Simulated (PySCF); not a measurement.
**Nitrogen: a sound run and one with changed settings**

Sound run: N [He] 2s2 2p3, N⁺ [He] 2s2 2p2. All numbers are calculated (PySCF 2.14, the spin-free X2C one-electron Hamiltonian (Gaussian nucleus), in x2c-SVPall (3s2p1d, 14 functions)). The sound run starts from symmetry-adapted Hartree-Fock orbitals and uses a fine grid where one is needed.

Changed run: radial step 0.3 in ln r (0.13 in the sound run). This setting is unsound on purpose.

```tsv
species	method	sound run (hartree)	changed run (hartree)	converged
N	UHF	-54.36545	-54.36545	yes
N	B3LYP	-54.56738	-54.56737	yes
N	r2SCAN	-54.54481	-54.54700	yes
N⁺	UHF	-53.84987	-53.84987	yes
N⁺	B3LYP	-54.02837	-54.02837	yes
N⁺	r2SCAN	-53.99865	-53.99981	yes
```

Ionisation energy of N:

```csv
method,sound run (eV),changed run (eV)
UHF,14.030,14.030
B3LYP,14.667,14.667
r2SCAN,14.862,14.890
```

A coarse radial grid mis-integrates the density and the exchange-correlation energy, with errors of either sign; Hartree-Fock needs no grid.

For comparison, NIST gives 14.534 eV between the lowest levels.
